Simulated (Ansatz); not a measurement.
Ideal-gas functions of CH2 at 298.15 K and 1 bar, from an Ansatz frequency run at PBE0-D4/def2-TZVP.

Molar mass 14.03 g/mol, point group C2v (symmetry number 2), electronic degeneracy 1, moments of inertia 0.854, 1.498, 2.352 u Å². Harmonic wavenumbers (cm⁻¹, unscaled): 1394, 2918, 2994.

Use S(trans) = R[1.5 ln M + 2.5 ln T − 1.1517]; rotational temperatures θ = 24.2544 K / I; S(rot) = R[ln(√π/σ · √(T³/θAθBθC)) + 1.5]; for each mode x = 1.438777 ν̃/T, S = R[x/(eˣ − 1) − ln(1 − e⁻ˣ)] and H = RT x/(eˣ − 1); 1 cm⁻¹ = 0.0119627 kJ/mol; R = 8.31446 J/(mol·K).

By hand: the entropy, in J/(mol·K).

Translation 141.8. Rotation: θ = 28.4009, 16.1912, 10.3122 K, giving 47.3. Vibration, mode by mode: 0.08, 0.00, 0.00, in all 0.1. Electronic 0.0. Sum 189.2 J/(mol·K).

By hand: H − E and G − E in kJ/mol, counted from the electronic energy.

Zero-point energy ½ × 7306 × 0.0119627 = 43.7; thermal vibration 0.0; translation, rotation and pV give 4 RT = 9.9. H − E = 53.6 kJ/mol, and G − E = 53.6 − 298.15 × 189.2/1000 = -2.8 kJ/mol.

Vibration gives 0 % of the entropy; all modes have x over 3 and are hardly excited.
